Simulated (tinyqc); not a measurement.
Worked calculation: extended Hueckel theory, for N2-. The parameters take no account of the charge, which enters only through the electron count, and nothing here shows that the anion is bound. One step of it, computed by the program tinyqc.

Task: Wolfsberg-Helmholz matrix. H_ij = K' S_ij (H_ii + H_jj)/2 for i != j (the diagonal keeps H_ii), with K' = K + D^2 + D^4 (1 - K), D = (H_ii - H_jj)/(H_ii + H_jj), K = 2.

overlap S:
```
,1N 2s,1N 2px,1N 2py,1N 2pz,2N 2s,2N 2px,2N 2py,2N 2pz
1N 2s,1.000000,0.000000,0.000000,0.000000,0.460989,0.000000,0.000000,-0.446813
1N 2px,0.000000,1.000000,0.000000,0.000000,0.000000,0.291146,0.000000,0.000000
1N 2py,0.000000,0.000000,1.000000,0.000000,0.000000,0.000000,0.291146,0.000000
1N 2pz,0.000000,0.000000,0.000000,1.000000,0.446813,0.000000,0.000000,-0.316877
2N 2s,0.460989,0.000000,0.000000,0.446813,1.000000,0.000000,0.000000,0.000000
2N 2px,0.000000,0.291146,0.000000,0.000000,0.000000,1.000000,0.000000,0.000000
2N 2py,0.000000,0.000000,0.291146,0.000000,0.000000,0.000000,1.000000,0.000000
2N 2pz,-0.446813,0.000000,0.000000,-0.316877,0.000000,0.000000,0.000000,1.000000
```

diagonal H_ii (eV): 1N 2s -26.000000, 1N 2px -13.400000, 1N 2py -13.400000, 1N 2pz -13.400000, 2N 2s -26.000000, 2N 2px -13.400000, 2N 2py -13.400000, 2N 2pz -13.400000

K = 2.000000

Give: H.

Result:

H (eV):
```
,1N 2s,1N 2px,1N 2py,1N 2pz,2N 2s,2N 2px,2N 2py,2N 2pz
1N 2s,-26.0000,0.0000,0.0000,0.0000,-23.9715,0.0000,0.0000,18.4126
1N 2px,0.0000,-13.4000,0.0000,0.0000,0.0000,-7.8027,0.0000,0.0000
1N 2py,0.0000,0.0000,-13.4000,0.0000,0.0000,0.0000,-7.8027,0.0000
1N 2pz,0.0000,0.0000,0.0000,-13.4000,-18.4126,0.0000,0.0000,8.4923
2N 2s,-23.9715,0.0000,0.0000,-18.4126,-26.0000,0.0000,0.0000,0.0000
2N 2px,0.0000,-7.8027,0.0000,0.0000,0.0000,-13.4000,0.0000,0.0000
2N 2py,0.0000,0.0000,-7.8027,0.0000,0.0000,0.0000,-13.4000,0.0000
2N 2pz,18.4126,0.0000,0.0000,8.4923,0.0000,0.0000,0.0000,-13.4000
```
